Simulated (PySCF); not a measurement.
## input.py for BN

File input.py (PySCF 2.14):

```python
from pyscf import gto, scf

mol = gto.M(
    atom='B 0 0 0; N 0 0 1.191',
    basis='6-31g*',
    charge=0,
    spin=2,
    verbose=4,
)
mf = scf.UHF(mol)
mf.kernel()
mf.stability(internal=True, external=True)
mf.dip_moment()
print('orbital energies (hartree):', [e[max(0, n-3):n+3].round(4) for e, n in zip(mf.mo_energy, mol.nelec)])
```

```bash
$ OMP_NUM_THREADS=1 python input.py
```

Output (some set-up lines and the per-cycle HOMO/LUMO lines with their warnings removed):

```
PySCF version 2.14.0

[INPUT] Symbol           X                Y                Z      unit          X                Y                Z       unit  Magmom
[INPUT]  1 B      0.000000000000   0.000000000000   0.000000000000 AA    0.000000000000   0.000000000000   0.000000000000 Bohr   0.0
[INPUT]  2 N      0.000000000000   0.000000000000   1.191000000000 AA    0.000000000000   0.000000000000   2.250663814357 Bohr   0.0

nuclear repulsion = 15.5509675753149
number of shells = 12
number of NR pGTOs = 54
number of NR cGTOs = 28
basis = 6-31g*
ecp = {}

******** <class 'pyscf.scf.uhf.UHF'> ********
method = UHF
initial guess = minao
damping factor = 0
level_shift factor = 0
DIIS = <class 'pyscf.scf.diis.CDIIS'>
SCF conv_tol = 1e-09
SCF max_cycles = 50
number electrons alpha = 7  beta = 5
init E= -79.080011585912

cycle= 1 E= -78.9195313307395  delta_E= 0.16  |g|= 0.197  |ddm|=  1.2
cycle= 2 E= -78.9542285467851  delta_E= -0.0347  |g|= 0.0751  |ddm|= 0.362
cycle= 3 E= -78.9634667065087  delta_E= -0.00924  |g|= 0.0513  |ddm|= 0.129
cycle= 4 E= -78.9685849790875  delta_E= -0.00512  |g|= 0.0298  |ddm|= 0.0971
cycle= 5 E= -78.9716648897754  delta_E= -0.00308  |g|= 0.0162  |ddm|= 0.0912
cycle= 6 E= -78.9725897678295  delta_E= -0.000925  |g|= 0.00786  |ddm|= 0.0567
cycle= 7 E= -78.9728146477348  delta_E= -0.000225  |g|= 0.00474  |ddm|= 0.0237
cycle= 8 E= -78.9729553675417  delta_E= -0.000141  |g|= 0.0019  |ddm|= 0.025
cycle= 9 E= -78.9729761638749  delta_E= -2.08e-05  |g|= 0.000643  |ddm|= 0.0113
cycle= 10 E= -78.9729776366532  delta_E= -1.47e-06  |g|= 0.000324  |ddm|= 0.00254
cycle= 11 E= -78.9729780054481  delta_E= -3.69e-07  |g|= 0.000118  |ddm|= 0.00115
cycle= 12 E= -78.9729780495679  delta_E= -4.41e-08  |g|= 2.63e-05  |ddm|= 0.000462
cycle= 13 E= -78.972978050951  delta_E= -1.38e-09  |g|= 6.01e-06  |ddm|= 8.65e-05
cycle= 14 E= -78.9729780509955  delta_E= -4.45e-11  |g|= 1.61e-06  |ddm|= 1.94e-05
Extra cycle  E= -78.9729780509994  delta_E= -3.92e-12  |g|= 8.94e-07  |ddm|= 2.93e-06
converged SCF energy = -78.9729780509994  <S^2> = 2.0221135  2S+1 = 3.0147063
uhf_internal: lowest eigs of H = [3.24217132e-06 5.80623946e-02 2.31242571e-01]
<class 'pyscf.scf.uhf.UHF'> wavefunction is stable in the internal stability analysis
uhf_real2complex: lowest eigs of H = [0.00971222 0.05562118 0.17849883]
<class 'pyscf.scf.uhf.UHF'> wavefunction is stable in the real -> complex stability analysis
uhf_external: lowest eigs of H = [6.92776477e-06 1.08824645e-02 1.45543621e-02]
<class 'pyscf.scf.uhf.UHF'> wavefunction is stable in the UHF/UKS -> GHF/GKS stability analysis
Dipole moment(X, Y, Z, Debye):  0.00000, -0.00000, -2.39211
orbital energies (hartree): [array([-0.5313, -0.4894, -0.4624,  0.1402,  0.172 ,  0.3001]), array([-1.0616, -0.5151, -0.4529,  0.0149,  0.0415,  0.2272])]
```

In short: E(SCF) = -78.972978 Eh, 14 cycles, ⟨S²⟩ = 2.022, μz(SCF) = -2.39 D, internal stable; real -> complex stable; UHF/UKS -> GHF/GKS stable.

It ran on Intel Xeon Platinum 8375C @ 2.90GHz (1 thread, shared host) in 0.96 s.

The bond length is a typed value, not an optimised one. No search for the lowest solution was made.
